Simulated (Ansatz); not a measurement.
**Rock-salt CdO: TO phonon frequency at L by level of theory**

No measured value is used here.

```json
[
 {"level (code)": "LDA (Ansatz)", "value (cm⁻¹)": "211", "cell (Å³/atom)": "12.44"},
 {"level (code)": "PBE (Ansatz)", "value (cm⁻¹)": "177", "cell (Å³/atom)": "13.55"},
 {"level (code)": "PBEsol (Ansatz)", "value (cm⁻¹)": "200", "cell (Å³/atom)": "12.90"}
]
```

LDA, PBE, PBEsol: the solid has no gap at this level, which affects its response. Each level is taken at its own relaxed cell. Ansatz's density-functional and Hartree–Fock values are scalar-relativistic unless marked +SOC, with PAW data made under PBE.

Ansatz is a program for electronic structure.
